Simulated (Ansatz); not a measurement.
# BO (quartet): PBE, r2SCAN over a scan of the distance B1–O2, 6-31G

Aim: run BO (quartet) with these functionals over a scan of the distance B1–O2, and hold them against the top wave-function level at the same points.

Computed with Ansatz 0.2.0, Gaussian basis. Level: 6-31G, all electrons in the functionals.

Plan: PBE, r2SCAN, at 1.119 Å; 1.248 Å; 1.403 Å; 1.573 Å; 1.674 Å; 1.955 Å; 2.192 Å; 2.615 Å; 3.068 Å; 3.853 Å; 4.739 Å.

21 further runs of the same task are left out: 15 that didn't finish, 6 set aside as unsound or not needed.

## Step 1: What is computed

The geometry derives from a PBE0/def2-TZVP stationary point (not a proven minimum). One bond is set to the value named and the two fragments are kept rigid.

2 atoms, charge 0, spin multiplicity 4.

Atoms are counted from 1 here; the program's logs count them from 0.

Bond lengths: B1–O2 1.403 Å.

No dispersion term is added.

The geometry shown and the zero of energy belong to the point 1.403 Å. The yardstick, FCI, and other wave-function levels (R restricted, U unrestricted, valence and pair active spaces) come from earlier runs.

## Step 2: PBE, 1.119 Å

Contents of in.yaml:

```yaml
crystal:
  periodic: [false, false, false]
  atoms:
    - {symbol: B, position_ang: [0.000000, 0.000000, 0.000000]}
    - {symbol: O, position_ang: [0.000000, 0.000000, 1.119000]}
basis:
  gaussian: {orbitals: 6-31G}
magnetization: {spin_polarized: true, initial_magnetization: 3}
hamiltonian: {xc: {name: PBE}}
output: {orbitals: {seedname: orbitals}}
```

Launch:

```sh
ansatz run in.yaml --threads 1 --pin off --events-out ev --progress --plain --max-ram 2393MiB
```

Further steps of the session: PBE, 1.248 Å; PBE, 1.403 Å; PBE, 1.573 Å; PBE, 1.674 Å; PBE, 1.955 Å; PBE, 2.192 Å; PBE, 2.615 Å; PBE, 3.068 Å; PBE, 3.853 Å; PBE, 4.739 Å; r2SCAN, 1.119 Å; r2SCAN, 1.248 Å; r2SCAN, 1.403 Å; r2SCAN, 1.573 Å; r2SCAN, 1.674 Å; r2SCAN, 1.955 Å; r2SCAN, 2.192 Å; r2SCAN, 2.615 Å; r2SCAN, 3.068 Å; r2SCAN, 3.853 Å; r2SCAN, 4.739 Å.

**Question.** What will the summary of the whole plan be? Wanted: span of the FCI curve; largest miss, PBE; largest miss, r2SCAN; largest miss, RCCSD(T); largest miss, UCCSD(T).

The runs gave:

| quantity | value |
| --- | --- |
| span of the FCI curve | 331.1 kJ/mol |
| largest miss, PBE | +70.7 kJ/mol (4.739 Å) |
| largest miss, r2SCAN | +69.6 kJ/mol (4.739 Å) |
| largest miss, RCCSD(T) | -22.8 kJ/mol (4.739 Å) |
| largest miss, UCCSD(T) | -22.8 kJ/mol (4.739 Å) |

What this shows: Of the functionals, r2SCAN keep the smallest largest miss at the points compared (at most 69.6 kJ/mol) and PBE strays most (70.7 kJ/mol, at 4.739 Å). Functionals and the yardstick converge differently with the basis, so part of each miss in 6-31G is the basis.
